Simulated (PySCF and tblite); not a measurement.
Results of a calculation; reference values are marked as such.
**Rearrangement: stationary points, barriers and rates**

System: C2H3N3, numbered as in [cH:1]1[n:2][cH:3][nH:4][n:5]1.

Motion: shift of H on N4 from N4 to N5. The path came from a restrained scan, a climbing-image band and a saddle search at GFN2-xTB; energies are PBE0/pcSseg-1 + D3(BJ), IEF-PCM acetone//B3LYP-D3(BJ)/def2-SVP, thermal terms GFN2-xTB. Rates follow Eyring's equation with the number of equivalent paths and no tunnelling. (PySCF 2.14 with density fitting, tblite 0.8.)

```csv
point,symmetry,E(GFN2) kcal/mol,E(DFT) kcal/mol,ZPE change kcal/mol,lowest mode cm⁻¹,dipole D
start,Cs,0.0,0.0,0.00,603,3.79
saddle,Cs,46.0,55.7,-4.61,1675i,1.68
end,Cs,0.0,0.0,0.00,603,3.79
```

```
Electronic barrier             : 55.6 kcal/mol
Barrier with zero-point energy : 51.0 kcal/mol
ΔH‡ (298 K)                    : 51.2 kcal/mol
ΔS‡ (298 K, symmetry apart)    : 1.3 cal/(mol K)
Paths                          : 2 equivalent paths
End point                      : the same structure with atoms interchanged, or its mirror image
Cost                           : 35 s on 1 thread of AMD EPYC 7B13, shared host (rough), peak memory 0.5 GiB, launched as `OMP_NUM_THREADS=1 python ens_run.py task.json out`
```

| T/K | ΔG‡ kcal/mol | k s⁻¹ |
| --- | --- | --- |

ΔG and ΔG‡ leave out symmetry numbers and mirror images; rates count paths: 2 out.

Tunnelling of the moving H, left out here, will speed the real process. In real samples such hydrogens mostly exchange between molecules or through solvent, far faster than by this path.
